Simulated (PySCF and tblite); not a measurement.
Results of a calculation; reference values are marked as such.
C₅H₁₃N, numbered as in [CH3:1][CH:2]([CH3:3])[N:4]([CH3:5])[CH3:6].

Search: ETKDG and KDG, MMFF94s, GFN2-xTB, 90 starts; geometries at PBE0-D3(BJ)/def2-SVP. Free energies are CAM-B3LYP-D3(BJ)/def2-TZVP (IEF-PCM, chloroform) single points with GFN2-xTB rigid-rotor and vibrational terms (modes under about 100 cm⁻¹ blended into free rotors). Symmetry numbers and mirror images are counted. Conformers within 3 kcal/mol (GFN2-xTB free energy) were kept, 8 at most. Couplings: B3LYP/pcSseg-1 with pcJ-1 on H (gas phase; spin-dipole term only for pairs with B, N, F, Si or P). Couplings are for ¹H. Codes: tblite and PySCF.

Torsions listed: C1–C2–N4–C5. Of a mirror pair one member is shown.

| conformer | shape | weight % |
| --- | --- | --- |
| 1 | -60° | 79.1 |
| 2 | -177° | 20.9 |

Q: Give the couplings in each conformer and the averages at 298.15 K (pairs that fast motion interchanges averaged).

A: 
```csv
coupling,pairs,1,2,average (Hz)
"²J(H1,H1)",6,-14.0,-14.0,-14.0
"³J(H1,H2)",6,7.4,6.8,7.2
"²J(H5,H5)",6,-12.7,-12.8,-12.7
```

Only couplings over up to 3 bonds are listed; longer-range ones, if any, are left out.
